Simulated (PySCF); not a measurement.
# Working out the ionisation energy of O

O [He] 2s2 2p4 (3P) → O+ [He] 2s2 2p3 (4S). All numbers are calculated (PySCF 2.14, scalar relativity by spin-free X2C-1e, in aug-cc-pCVTZ-DK (7s6p4d2f, 59 functions)). Frozen: nothing. Energies in hartree (1 hartree = 27.21139 eV):

```json
{"part": "UHF", "O (lower)": "-74.865208", "O+ (upper)": "-74.423423"}
{"part": "MP2 opposite-spin", "O (lower)": "-0.158832", "O+ (upper)": "-0.117203"}
{"part": "MP2 same-spin", "O (lower)": "-0.043194", "O+ (upper)": "-0.036031"}
```

**Question.** What does Hartree-Fock give?

**Answer.** (-74.423423) − (-74.865208) = 0.441785 hartree = 12.022 eV.

**Question.** What do MP2 and SCS-MP2 (6/5 opposite-spin, 1/3 same-spin) give?

**Answer.** The opposite-spin parts differ by 1.133 eV and the same-spin parts by 0.195 eV. MP2: 12.022 + (1.133) + (0.195) = 13.350 eV. SCS-MP2: 12.022 + 1.2 × (1.133) + (0.195)/3 = 13.447 eV.

Measured between the centres of the two terms (NIST): 13.608 eV, so MP2 (valence and next inner shell) is off by -0.258 eV.

What remains against the reference includes basis incompleteness and correlation beyond second order.
